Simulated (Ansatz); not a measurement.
`N=c1sss1` from Hartree–Fock to CCSD(T)

```xyz
6

N    -0.9335   -1.1809    0.4450
C    -0.1295   -0.2826    0.1119
S    -0.3621    1.3304   -0.5822
S     1.7195    1.5105   -0.5392
S     1.6183   -0.4208    0.2702
H    -1.9126   -0.9566    0.2943
```

The species carries charge 0 and has multiplicity 1. All single points use the PBE0-D4/def2-TZVP geometry. It is one conformer, not always the lowest. Frozen core, restricted reference, the Gaussian-basis code of Ansatz. CBS rows extrapolate triple and quadruple zeta; past MP2 they add the triple-zeta difference.

```json
{"basis": "def2-SVP", "HF (Eh)": "-1284.97980", "MP2 corr.": "-0.66831", "CCSD corr.": "-0.70756", "(T)": "-0.02988", "CCSD(T) total": "-1285.71724"}
{"basis": "def2-TZVPP", "HF (Eh)": "-1285.52071", "MP2 corr.": "-0.86424", "CCSD corr.": "-0.89927", "(T)": "-0.05227", "CCSD(T) total": "-1286.47225"}
{"basis": "def2-QZVPP", "HF (Eh)": "-1285.55845", "MP2 corr.": "-0.93634", "CCSD corr.": "–", "(T)": "–", "CCSD(T) total": "–"}
{"basis": "CBS(def2)", "HF (Eh)": "-1285.56364", "MP2 corr.": "-0.98974", "CCSD corr.": "-1.02477", "(T)": "as TZ", "CCSD(T) total": "-1286.64068"}
```
